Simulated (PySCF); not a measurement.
Compound: 1-azetine, C3H5N.
Atom-mapped SMILES: `[CH:1]1=[N:2][CH2:3][CH2:4]1`

Geometry (GFN2-xTB, Å), atoms numbered from 1 in this order:
```xyz
9
C3H5N angstrom
C      1.112   -0.269    0.157
N      0.328   -1.192    0.567
C     -0.862   -0.418    0.168
C      0.086    0.700   -0.329
H      2.188   -0.257    0.185
H     -1.450   -0.924   -0.596
H     -1.496   -0.165    1.016
H      0.078    0.887   -1.402
H      0.029    1.644    0.209
```

Probes without a nucleus sit at each ring's centroid and 1 Å off its mean plane on both sides; NICS is minus the shielding there, NICSzz its component along the normal. Level: GIAO PBE0/pcSseg-1 (PySCF, non-relativistic, gas phase) on the GFN2-xTB geometry, one conformer.

Ring bond lengths (Å), with Mayer bond orders in brackets: C1–N2 1.278 (1.87), N2–C3 1.475 (1.00), C3–C4 1.548 (1.04), C4–C1 1.492 (1.03).

Problem. What do the NICS probes read (ppm)?

Solution. 
| ring | type | NICS(0) | NICS(1), two faces | NICS(1)zz, two faces | rms pucker (Å) | centre to ring atoms, mean (Å) |
| --- | --- | --- | --- | --- | --- | --- |
| C1–N2–C3–C4 | 4-membered ring with N; formal bonds 1 double, 3 single | 9.6 | -1.5 / -1.5 | 2.7 / 2.7 | 0.00 | 1.02 |

Problem. What can be read from them?

Solution. 
- C1–N2–C3–C4: mean NICS(1)zz 2.7 ppm, near zero. C3, C4 have four or more neighbours, so the value isn't read as a sign of a π ring current. NICS(0) lies 11 ppm above the mean NICS(1).

Problem. How shielded are the nuclei of the rings and their hydrogens (means over atoms taken as equivalent)?

Solution. 
| atoms | environment | σ isotropic (ppm) | principal values of the symmetric part, first atom (ppm) |
| --- | --- | --- | --- |
| C1 | imine carbon | -4.4 | -129.8, -2.5, 119.1 |
| N2 | imine nitrogen | -186.6 | -607.7, -142.1, 189.8 |
| C3 | sp3 carbon bound to nitrogen | 127.2 | 100.1, 125.2, 156.3 |
| C4 | four-membered-ring carbon | 147.9 | 136.5, 140.4, 166.9 |
| H5 | hydrogen on a C=N carbon | 23.27 | 21.5, 24.1, 24.2 |
| H6 (×2) | methylene hydrogen | 27.54 | 25.7, 27.1, 29.9 |
| H8 (×2) | methylene hydrogen | 28.54 | 26.0, 27.6, 32.0 |
